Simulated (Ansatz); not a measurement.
Relaxation of BH3OSi (6 atoms, charge 0, multiplicity 1), to a largest force component of 0.015 eV/Å in at most 40 steps.

Computed with RKS PBE/cc-pVDZ (Ansatz 0.2.0).

```xyz
6
Properties=species:S:1:pos:R:3
O 0.402 -1.923 0.148
B 0.433 -0.618 0.233
Si -0.200 1.077 -0.065
H -0.311 -2.413 -0.276
H 0.424 1.965 -1.043
H -0.747 1.912 1.002
```

Problem. Where does it end, and by what steps?

Solution. The forces met the threshold. After 7 steps the energy has fallen by 0.410 eV; Si3 moved furthest, 0.48 Å.

```tsv
step	energy less start (eV)	largest force component (eV/Å)	accepted
0	0.0000	1.253	yes
1	-0.2306	0.753	yes
2	-0.3595	0.669	yes
3	-0.3835	1.386	yes
4	-0.4065	0.235	yes
5	-0.4088	0.204	yes
6	-0.4088	0.048	no
7	-0.4099	0.010	yes
```

```xyz
6
Properties=species:S:1:pos:R:3
O 0.471 -1.794 0.202
B 0.191 -0.513 0.091
Si -0.602 1.203 -0.297
H -0.174 -2.420 -0.192
H 0.650 1.801 -0.944
H -0.536 1.723 1.141
```

Whether the end is a true minimum wasn't checked by a vibrational analysis.

Time of the run: 21 s on 1 thread of AMD EPYC (Zen 3), on a shared host, peak memory 0.13 GiB.
